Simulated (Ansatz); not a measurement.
Coupled-cluster diagnostics for P2S4⁺, Ansatz.

Geometry of the doublet (PBE0-D4/def2-SVP):

```xyz
6

P     1.0410   -0.9319    1.4245
P     0.1014    0.9300    1.7612
S    -1.4970    0.0769   -1.1565
S     0.4304   -0.0691   -1.8399
S     1.2171   -1.5156   -0.5458
S    -1.2929    1.5098    0.3565
```

Correlated methods freeze 30 core orbitals. Another isomer (doublet) lies 1.40 eV lower at PBE0-D4/def2-TZVP; other spin states weren't run for this one.

**Question.** Estimate the CCSD(T) correlation energy, the shares of MP2 and (T), T1 and the reference's ⟨S²⟩ for: charge 1, doublet, own geometry in def2-SVP; and the rough time on 4 threads of Arm Neoverse V1 on a shared host.

**Answer.** 
```
                          state     basis  correlation (eV)  MP2 share (%)  (T) share (%)     T1  ⟨S²⟩ (pure)  wall time
charge 1, doublet, own geometry  def2-SVP           -22.480           87.0            5.2  0.039  0.84 (0.75)       16 s
```
Customary marks for T1 are 0.02 (closed shells), 0.045 (open shells) and about 0.05 (3d metals). T1 exceeds 0.02 in 1 of 1 rows and 0.045 in 0; the higher it lies, the less the single-reference result can be trusted.
